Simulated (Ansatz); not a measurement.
**Relaxing Be2Ge**

Level of theory: DFT PBE, scalar-relativistic, plane waves, PAW in Ansatz 0.2.0. Cutoff 420 eV, Γ-centred k mesh, Gaussian smearing, no spin polarisation in the final step.

Be2Ge was placed on the quartz structure type (P3_121, No. 152), with Ge in place of Si, Be in place of O, at a guessed volume.

```yaml
crystal:
  lattice:
    - [5.05488, 0.00000, 0.00000]
    - [-2.52744, 4.37766, 0.00000]
    - [0.00000, 0.00000, 5.56109]
  atoms:
    - { symbol: Be, position: [0.41500, 0.27200, 0.21300] }
    - { symbol: Be, position: [0.72800, 0.14300, 0.54633] }
    - { symbol: Be, position: [0.85700, 0.58500, 0.87967] }
    - { symbol: Be, position: [0.27200, 0.41500, 0.78700] }
    - { symbol: Be, position: [0.14300, 0.72800, 0.45367] }
    - { symbol: Be, position: [0.58500, 0.85700, 0.12033] }
    - { symbol: Ge, position: [0.46500, 0.00000, 0.33333] }
    - { symbol: Ge, position: [0.00000, 0.46500, 0.66667] }
    - { symbol: Ge, position: [0.53500, 0.53500, 0.00000] }
```

Cell and atoms relax at zero pressure; the relaxation can't lower the symmetry of the start. After a coarse first stage the cell is made exact in the group found at 0.06 Å.

Energies over the elements count from the elements' standard structures at the same level, with no empirical corrections.

Which crystal results?

It keeps P3_121 (No. 152), but not the shape of the type it started on. Conventional cell: a = 6.013 Å, c = 3.853 Å. Be is coordinated by 1 Be at 2.04 Å, 1 Be at 2.23 Å, 1 Ge at 2.24 Å, 2 Ge at 2.39–2.43 Å, 1 Be at 2.61 Å and 1 Ge at 2.66 Å; Ge is coordinated by 2 Be at 2.24 Å, 4 Be at 2.39–2.43 Å and 2 Be at 2.66 Å.

```cif
data_structure
_symmetry_space_group_name_H-M 'P3_121'
_symmetry_Int_Tables_number 152
_cell_length_a 6.0127
_cell_length_b 6.0127
_cell_length_c 3.8531
_cell_angle_alpha 90.000
_cell_angle_beta 90.000
_cell_angle_gamma 120.000
_cell_volume 120.64
loop_
_atom_site_label
_atom_site_type_symbol
_atom_site_symmetry_multiplicity
_atom_site_Wyckoff_symbol
_atom_site_fract_x
_atom_site_fract_y
_atom_site_fract_z
_atom_site_occupancy
Be1 Be 6 c 0.24534 0.33312 0.23661 1
Ge1 Ge 3 a 0.34400 0.00000 0.33333 1
```

What are its volume, energy, density and gap?

The volume per atom is 13.40 Å³ and the density is 3.74 g/cm³. The energy over the elements is 0.40 eV/atom and the gap on the 6×6×10 mesh is 0 eV (a metal).

The final run used a 6×6×10 mesh on its 9-atom cell and 0.10 eV smearing. For metals, differences of a few meV/atom aren't resolved. A structure relaxed within its symmetry needn't be a true minimum.

Cost: 3 runs of about 8.4 core-minutes in all, on Arm Neoverse V1 (shared hosts).